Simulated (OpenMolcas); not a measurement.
# CH5BO (SMILES BOC): levels of theory compared

Aim: a comparison of 6 runs (HF/STO-3G, B3LYP/STO-3G, B3LYP/6-31G*, M06-2X/def2-SVP, MP2/jul-cc-pV(D+d)Z) of CH5BO. 

The calculation is run with OpenMolcas 26.06.

5 further runs of the same task are left out: 5 set aside as unsound or not needed.

## 1. The structure to begin with

CH5BO has 8 atoms, charge 0, and is taken as a singlet. As SMILES, `BOC`. The shape is that of a GFN2-xTB optimisation.

Bond lengths: B1–O2 1.320 Å, O2–C3 1.404 Å, B1–H4 1.183 Å, B1–H5 1.171 Å, C3–H6 1.093 Å, C3–H7 1.092 Å, C3–H8 1.093 Å. Angles: B1–O2–C3 124.9°, O2–B1–H4 122.5°, O2–B1–H5 115.4°, O2–C3–H6 111.9°, O2–C3–H7 108.7°, O2–C3–H8 108.7°, H4–B1–H5 122.1°, H6–C3–H7 109.4°, H6–C3–H8 109.4°, H7–C3–H8 108.7°.

## 2. Energy and forces at HF/STO-3G (run 1)

struct.xyz reads:

```xyz
8

B     -0.647920     0.834490    -0.842570
O      0.474800     0.419200    -0.286530
C      0.570570    -0.626490     0.645910
H     -1.697280     0.348320    -0.594160
H     -0.535790     1.722180    -1.598360
H     -0.404920    -1.072170     0.859250
H      1.239620    -1.391500     0.245670
H      1.000930    -0.234040     1.570780
```

run.input reads:

```
* CH5BO Hartree-Fock
>>> EXPORT MOLCAS_PRINT=2

&GATEWAY
  BasLib = $CurrDir
  Coord = struct.xyz
  Basis = STO-3G
  Group = NoSym

&SEWARD

&SCF
  Thresholds = 1e-10 1e-07 1e-07 1e-05
  PrOrbitals = 1 2

&ALASKA
```

The basis set STO-3G is read from a file made from the Basis Set Exchange's data (not shown).

Started as:

```
$ export MOLCAS_MEM=1860
$ pymolcas run.input > run.log
```

Log:

```text
--- Start Module: gateway ---
[...]
--- Stop Module: gateway /rc=_RC_ALL_IS_WELL_ ---
[...]
      Basis functions           20
[...]
--- Start Module: scf ---
[...]
       Convergence after  12 Iterations
[...]
::    Total SCF energy                               -138.5648315087
[...]
      Total spin, S                                     0.0000000000
[...]
      Total electronic charge=   24.000000
      Total            charge=   -0.000000
[...]
      Dipole Moment (debye):
      Origin of the operator (angstrom)=    0.1568    0.1758   -0.1276
                   X=  1.3718E-01               Y= -1.2555E+00               Z=  1.1188E+00           Total=  1.6873E+00
      Quadrupole Moment (debye*angstrom):
[...]
--- Stop Module: scf /rc=_RC_ALL_IS_WELL_ ---
--- Start Module: alaska ---
[...]
 *              Molecular gradients               *
 **************************************************
  Irreducible representation: a
 ------------------------------------------------------------------------------------------
                              X                       Y                       Z
 ------------------------------------------------------------------------------------------
  B1                1.16479710725965E-02    6.89262744022479E-05    1.36241340190413E-03
  O2               -7.82795003336112E-03   -1.86039897217043E-02    1.49669720647441E-02
  C3                4.89715355217812E-03    1.18147840591334E-02   -9.93801775286318E-03
  H4               -1.08083113187019E-02   -4.85843448216439E-03    2.62558585146655E-03
  H5                4.02578403710115E-03    4.39656330248228E-03   -2.96356485268667E-03
  H6               -1.07405290875384E-03    2.12618350362748E-03   -2.10952656666863E-03
  H7               -6.90869726365895E-04    3.09218765972608E-03   -1.55665787373116E-03
  H8               -1.69724674709437E-04    1.96377940448478E-03   -2.38720427214600E-03
[...]
--- Stop Module: alaska /rc=_RC_ALL_IS_WELL_ ---
[...]
```

It took 1.6 s on 1 thread of Arm Neoverse V2, shared host; peak memory 0.37 GiB.

## 3. Energy and gradient at B3LYP/STO-3G (run 2)

calc.inp reads:

```
&GATEWAY
 BASLIB=$CurrDir
 BASISSET
 B.STO-3G....
 B1 -0.647920 0.834490 -0.842570 angstrom
 End of Basis
 BASISSET
 O.STO-3G....
 O2 0.474800 0.419200 -0.286530 angstrom
 End of Basis
 BASISSET
 C.STO-3G....
 C3 0.570570 -0.626490 0.645910 angstrom
 End of Basis
 BASISSET
 H.STO-3G....
 H4 -1.697280 0.348320 -0.594160 angstrom
 H5 -0.535790 1.722180 -1.598360 angstrom
 H6 -0.404920 -1.072170 0.859250 angstrom
 H7 1.239620 -1.391500 0.245670 angstrom
 H8 1.000930 -0.234040 1.570780 angstrom
 End of Basis

&SEWARD
 GRIDINPUT
 Grid=UltraFine
 End of Grid

&SCF
 KSDFT=B3LYP
 THRESHOLDS=1e-10 1e-07 1e-07 1e-05
 PRORBITALS=0

&ALASKA
```

The basis set STO-3G is read from a file made from the Basis Set Exchange's data (not shown).

Started as:

```
$ export MOLCAS_MEM=1860
$ pymolcas calc.inp > calc.log
```

Log:

```text
--- Start Module: gateway ---
[...]
--- Stop Module: gateway /rc=_RC_ALL_IS_WELL_ ---
[...]
      Basis functions           20
[...]
--- Start Module: scf ---
[...]
       Convergence after  11 Iterations
[...]
::    Total KS-DFT energy                            -139.3902552646
[...]
      Total spin, S                                     0.0000000000
[...]
      Total electronic charge=   24.000000
      Total            charge=   -0.000000
[...]
      Dipole Moment (debye):
      Origin of the operator (angstrom)=    0.1568    0.1758   -0.1276
                   X=  5.6161E-01               Y= -1.4124E+00               Z=  1.3301E+00           Total=  2.0198E+00
      Quadrupole Moment (debye*angstrom):
[...]
--- Stop Module: scf /rc=_RC_ALL_IS_WELL_ ---
[...]
--- Start Module: alaska ---
[...]
 *              Molecular gradients               *
 **************************************************
  Irreducible representation: a
 ------------------------------------------------------------------------------------------
                              X                       Y                       Z
 ------------------------------------------------------------------------------------------
  B1                2.37173623236844E-02   -3.11138643248077E-03    6.34365136898074E-03
  O2               -2.47196809486958E-02   -3.38794858113305E-02    2.54065845584748E-02
  C3                5.64509005496971E-03    2.29716096089483E-02   -1.95374006769358E-02
  H4               -2.84215720528191E-03   -8.32566898533615E-04    4.23294923737938E-04
  H5                1.44259312070093E-03   -1.63363759615587E-03    1.82845894688288E-03
  H6                1.07839508692278E-02    8.13864738855541E-03   -5.23267269128536E-03
  H7               -8.60871851711664E-03    1.12608217236883E-02    3.28018086025128E-03
  H8               -5.41843969747746E-03   -2.91400198269332E-03   -1.25120972901103E-02
[...]
--- Stop Module: alaska /rc=_RC_ALL_IS_WELL_ ---
[...]
```

Run time: 8.4 s. Hardware: 1 thread of Arm Neoverse V2, shared host; peak memory 0.37 GiB.

Runs 3 to 5 aren't shown in full; the table further down has their settings and results.

## 4. Energy and forces at MP2/jul-cc-pV(D+d)Z (run 6)

input.xyz reads:

```xyz
8

B     -0.647920     0.834490    -0.842570
O      0.474800     0.419200    -0.286530
C      0.570570    -0.626490     0.645910
H     -1.697280     0.348320    -0.594160
H     -0.535790     1.722180    -1.598360
H     -0.404920    -1.072170     0.859250
H      1.239620    -1.391500     0.245670
H      1.000930    -0.234040     1.570780
```

mol.inp reads:

```
&GATEWAY
  BasLib=$CurrDir
  Coord=input.xyz
  Basis=jul-cc-pVDpdZ
  Group=NoSym

&SEWARD

&SCF
  PrOrbitals=1 1

&MBPT2
  Frozen=3
  Grdt

&ALASKA
```

The basis set jul-cc-pV(D+d)Z is read from a file made from the Basis Set Exchange's data (not shown).

Started as:

```
$ export MOLCAS_MEM=1860
$ pymolcas mol.inp > mol.log
```

Log:

```text
--- Start Module: gateway ---
[...]
--- Stop Module: gateway /rc=_RC_ALL_IS_WELL_ ---
[...]
      Basis functions           94
[...]
       Convergence after  11 Iterations
[...]
::    Total SCF energy                               -140.3590238266
[...]
      Total spin, S                                     0.0000000000
[...]
      Total electronic charge=   24.000000
      Total            charge=   -0.000000
[...]
--- Start Module: mbpt2 ---
[...]
WARNING!
Default frozen orbitals as non valence orbitals is overwritten by user input.
Default values:   3
[...]
       Reference weight ( Cref**2 )         =        0.88140
::    Total MBPT2 energy                             -140.7916812587
[...]
      Dipole Moment (debye):
      Origin of the operator (angstrom)=    0.1568    0.1758   -0.1276
                   X=  1.2710E-01               Y= -1.2832E+00               Z=  1.1429E+00           Total=  1.7231E+00
      Quadrupole Moment (debye*angstrom):
[...]
      Total MBPT2 calculations                           5.58      6.65
--- Stop Module: mbpt2 /rc=_RC_ALL_IS_WELL_ ---
[...]
--- Start Module: alaska ---
[...]
 *              Molecular gradients               *
 **************************************************
  Irreducible representation: a
 ------------------------------------------------------------------------------------------
                              X                       Y                       Z
 ------------------------------------------------------------------------------------------
  B1                2.06092217472857E-02   -6.10804724865632E-03    8.51720081417007E-03
  O2               -3.30867812326003E-02   -3.61638233524086E-03   -2.49263755137963E-03
  C3                9.10494536413564E-05    1.11661511338781E-02   -1.01104228696527E-02
  H4                1.15395465691335E-02    7.92361844242462E-03   -4.82543662838505E-03
  H5               -3.36544782093301E-04   -1.39244169437311E-02    1.22495208551501E-02
  H6                6.42514222342738E-03    2.31195048080246E-03   -9.06923229057499E-04
  H7               -3.32577376544219E-03    4.02947433460410E-03    1.92926285507533E-03
  H8               -1.91586021333645E-03   -1.78234786409515E-03   -4.36056424588038E-03
[...]
--- Stop Module: alaska /rc=_RC_ALL_IS_WELL_ ---
[...]
```

Wall time 15 s (1 thread of Arm Neoverse V2, shared host); peak memory 0.52 GiB.

## 5. All runs side by side

```csv
run,level,integration grid,Cartesian functions,energy (Eh),dipole moment (D) of the reference,HOMO energy (eV),LUMO energy (eV),wall time
1,HF/STO-3G,–,no,-138.564832,1.69,-10.23,8.58,1.6 s
2,B3LYP/STO-3G,UltraFine,no,-139.390255,2.02,-5.84,3.23,8.4 s
3,B3LYP/6-31G* (spherical functions),UltraFine,no,-141.209423,1.83,-8.06,0.15,15 s
4,B3LYP/6-31G* (Cartesian functions),UltraFine,yes,-141.211652,1.82,-8.06,0.15,16 s
5,M06-2X/def2-SVP,UltraFine,no,-141.029421,1.88,-9.82,1.06,24 s
6,MP2/jul-cc-pV(D+d)Z,–,no,-140.791681,1.64,-12.22,1.38,15 s
```

## 6. Summary of results

| quantity | value |
| --- | --- |
| run 6: total energy | -140.79168 Eh |
| run 6: dipole moment (mean-field density) | 1.64 D |
| run 6: HOMO energy (Hartree–Fock orbitals) | -12.22 eV |
| run 6: LUMO energy (Hartree–Fock orbitals) | 1.38 eV |
| run 6: HOMO–LUMO gap (Hartree–Fock orbitals) | 13.60 eV |
| run 6: correlation energy (3 core orbitals frozen) | -432.7 mEh |
| run 6: largest force on an atom | 1.716 eV/Å |

**Reading.** Over runs 1, 2, 3, 4, 5 the dipole moment (its size) runs from 1.69 D (HF/STO-3G) to 2.02 D (B3LYP/STO-3G). Over runs 1, 2, 3, 4, 5 the HOMO–LUMO gap runs from 8.21 eV (B3LYP/6-31G*) to 18.82 eV (HF/STO-3G). The two ends differ in method and basis. Totals of different functionals can't be ranked against each other. In runs 1, 2 the basis is minimal, so the values are rough. All runs together took 81 s, the longest 24 s.
